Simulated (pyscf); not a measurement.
Optimised with ωB97X-D3(BJ)/def2-SVP in PySCF. Correlated levels are frozen-core, on RHF or UHF. ΔMP2 is the change of the MP2 total energy from the triple- to the quadruple-zeta basis.

For F–SiH₃ + H₂B–OH -> H₂B–O–SiH₃ + HF, a four-centre exchange (singlet surface; F–Si, H–O broken, O–Si, F–H formed), PBE/def2-TZVP gives ΔE‡ = 1.15 eV and ΔE = +0.57 eV (zero: the separated reactants). In which direction and how far do B3LYP-D3(BJ)/def2-TZVP, ωB97M-D3(BJ)/def2-TZVP, CCSD(T)/def2-TZVPP + ΔMP2(QZVPP) move these?

B3LYP-D3(BJ): ΔE‡ = 1.28 eV, ΔE = +0.52 eV; ωB97M-D3(BJ): ΔE‡ = 1.27 eV, ΔE = +0.53 eV; CCSD(T): ΔE‡ = 1.34 eV, ΔE = +0.47 eV. PBE's barrier lies under all of them, by 0.12 to 0.19 eV. Its reaction energy lies over all of them, by 0.04 to 0.10 eV. Low barriers are usual for a GGA, whose delocalisation error favours stretched bonds. On the product side the descent ends in a complex, 0.27 eV under the separated species and 1.04 eV under the saddle at ωB97X-D3(BJ)/def2-TZVP. At ωB97X-D3(BJ) the barrier from the zero used here is 1.25 eV. This is the saddle that the search found; another between the same sides may lie lower. The CCSD(T) − MP2 part came from Ansatz, without density fitting, on the same reference.
